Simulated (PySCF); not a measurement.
Consider `CC#[N+]CC` ([C4H8N]+). Atom numbers as in the mapped SMILES `[CH3:1][C:2]#[N+:3][CH2:4][CH3:5]`.

These are calculated values, ωB97X-D3(BJ)/ma-def2-TZVP in PySCF (grid level 2) at geometries from PBE0-D3(BJ)/def2-SVP. ωB97X-D3(BJ) is ωB97X-V with D3(BJ) in place of VV10. Zero-point and thermal terms (298.15 K, 1 bar) come from unscaled PBE0-D3(BJ)/def2-SVP harmonic frequencies, with soft modes damped to free rotors in the entropy.

Task: What are the vertical and the adiabatic recombination energy for forming the radical?

Result: 3.57 eV vertical and 5.58 eV adiabatic, the latter with zero-point energy.

Task: Where does the unpaired spin of the relaxed radical sit?

Result: C2 (nitrile carbon) 0.69, N3 (nitrogen) 0.20 (intrinsic atomic orbital populations).

Task: What reduction potential follows in DMF (IEF-PCM), given that Fc+/Fc comes at 4.54 V absolute with this functional and basis?

Result: In the gas phase −ΔG of reduction is 5.583 eV, and solvation is -230.7 kJ/mol for the parent and -11.8 kJ/mol for the product, so the absolute potential is 3.31 V, or -1.23 V against Fc+/Fc. Fc+/Fc in DMF, 4.54 V, is ωB97X-D3(BJ)/ma-def2-TZVP on PBE0-D3(BJ)/def2-SVP structures with GFN2-xTB thermal terms. Benchmark calculations put it near 5.0 V in acetonitrile and DMSO, so it is about 0.5 V low, and the value against it can read up to that much too high. The solvent is electrostatics only, on gas-phase structures; the absolute scale refers to an electron at rest in vacuum.
